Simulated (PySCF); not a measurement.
Start geometry of (CH3)2PPF2 (`CP(C)P(F)F`) from GFN2-xTB (Å):
```
atom  x, y, z in Å
C1    -0.5336   -1.3629   -0.6886
P2    -0.1556   -0.3275    0.8055
C3     1.5319    0.2331    0.3144
P4    -1.0923    1.5020    0.0101
F5    -2.6473    1.1151    0.4318
F6    -0.8672    2.4542    1.3010
H7     0.0068   -2.2760   -0.6376
H8    -0.2800   -0.8197   -1.6232
H9    -1.6194   -1.5634   -0.6737
H10    1.8637    1.0397    0.9927
H11    1.5859    0.5726   -0.7015
H12    2.2469   -0.5956    0.4602
```

Question: What comes out of this run: PBE0-D3(BJ)/def2-SVP geometry optimisation, gas phase in PySCF 2.14.0?

Answer: 
```
atom  x, y, z in Å
C1    -0.506   -1.330   -0.707
P2    -0.115   -0.306    0.792
C3     1.586    0.298    0.356
P4    -1.198    1.494    0.048
F5    -2.686    0.886    0.241
F6    -1.110    2.379    1.398
H7     0.076   -2.262   -0.659
H8    -0.280   -0.827   -1.662
H9    -1.573   -1.597   -0.685
H10    1.877    1.092    1.059
H11    1.673    0.678   -0.675
H12    2.295   -0.534    0.483
```

The energy falls by 3.1 kcal/mol over 5 energy and gradient evaluations, the largest force component goes from 0.0314 to 2.9e-04 Eh/bohr, and the atoms move by 0.092 Å rms after alignment. Among the bonds, P4–F5 and C1–H7 change most and about equally (-0.038 to +0.038 Å). Bonds longer at the end by more than 0.005 Å: 4 of 11; shorter: 2. Among the angles that change most is F5–P4–F6, from 93.7° to 99.0°. Among the dihedrals that turn most is C1–P2–P4–F5, from 83° to 72°. Rotational constants go from 3352, 1788, 1360 to 3268, 1792, 1337 MHz. The orientation of the end geometry is arbitrary; only internal coordinates are fixed.

The run used 122 basis functions and 33 SCF cycles in all. Time: 28 s of wall time; peak memory 0.51 GiB. Hardware: one thread of an Arm Neoverse V1 (shared host).

Not checked by PBE0-D3(BJ)/def2-SVP frequencies. One conformer, not necessarily the lowest.
